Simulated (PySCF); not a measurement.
Adding and removing an electron: Si₂

PBE0; basis Si def2-TZVP; no relativity; PySCF 2.14. Neutral (UKS): triplet (π ↑↑), Re = 2.255 Å, ωe = 519 cm⁻¹, De = 3.34 eV, HOMO -5.79 eV, LUMO -3.59 eV.

Si₂⁺ (UKS): quartet (σ ↑, π ↑↑), Re = 2.273 Å, ωe = 472 cm⁻¹, De = 3.71 eV to Si⁺ + Si. The energies at the minima are -578.62168 hartree for Si2 and -578.33313 for Si₂⁺.

Problem. Work out the adiabatic ionisation energy, without and with harmonic zero-point energies (1 hartree = 27.2114 eV, 1 eV = 8065.5 cm⁻¹), and the change of the bond length.

Solution. At PBE0: 0.28855 hartree = 7.852 eV between the minima; the zero-point term (472.0 − 519.0)/2 cm⁻¹ = -0.003 eV makes it 7.849 eV. Re changes by +1.8 pm against the neutral. The electron leaves a σ orbital, and the small change of length marks it as nearly non-bonding.

States were picked by a PBE0 search and need not be the measured ground states.
